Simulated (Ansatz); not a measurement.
A displaced shape of doublet CHO:

| atom | x (Å) | y (Å) | z (Å) |
| --- | --- | --- | --- |
| C | 0.0278 | 0.5251 | -0.3122 |
| H | -0.0466 | 1.5053 | 0.2106 |
| O | -0.0151 | -0.5725 | 0.2627 |

It was optimised with PBE0/def2-SVP in Ansatz (development build ahead of 0.2.0) to forces under 0.001 eV/Å, with unrestricted orbitals. Each step stands on the lowest determinant of that kind that the program's search found.

Problem. What shape does it relax to, and how does the optimisation go?

Solution.

```xyz
3

C     0.0271    0.4944   -0.3008
H    -0.0468    1.5037    0.2132
O    -0.0142   -0.5402    0.2486
```

Bond lengths: C1–H2 1.135 Å, C1–O3 1.172 Å. Angles: H2–C1–O3 124.8°.

```csv
step,E − E(start) (eV),largest force (eV/Å)
1,0.0000,5.1992
2,-0.1979,1.0355
3,-0.2041,0.1552
4,-0.2045,0.0301
5,-0.2045,0.0139
6,-0.2045,0.0000
```

The optimisation ended after 6 steps with its threshold met.
